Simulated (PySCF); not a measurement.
**What an electron can do to AlCl**

CCSD(T) in PySCF with def2-TZVPPD on every atom, for the lowest determinant that a PBE0 search found; no spin–orbit coupling.

```tsv
species	state (unpaired electrons)	Re (Å)	ωe (cm⁻¹)	energy of the minimum from the neutral (eV)	De (eV)	dissociates to
AlCl	singlet (closed shell)	2.150	478	0.00	5.10	Al + Cl
AlCl⁺	doublet (σ ↑)	2.031	602	9.19	1.84	Al⁺ + Cl
```

Q: Work out the lowest energy to break AlCl into atoms, from its vibrational ground state.

A: D0 = De − ωe/2 = 5.10 − 0.03 = 5.07 eV (CCSD(T)/def2-TZVPPD).

Q: Work out the ionisation energy of the Al atom at this level and the threshold of dissociative ionisation.

A: IE(Al) = 9.19 + 1.84 − 5.10 = 5.93 eV, so Al⁺ + Cl + e⁻ appears at D0 + IE(Al) = 11.00 eV (CCSD(T)/def2-TZVPPD). The measured IE(Al) is 5.986 eV (NIST ASD).

These are thermodynamic thresholds; the onsets seen under electron impact lie higher where the geometry changes, and cross-sections peak well above them.

Correlated steps freeze 10 core orbitals. For an ion De counts to the pair picked by the measured ionisation energies or electron affinities, which need not be the lowest pair at this level. Where the molecule has an RHF reference, its open-shell atoms are computed with UHF. States were picked by a PBE0 search and need not be the measured ground states.
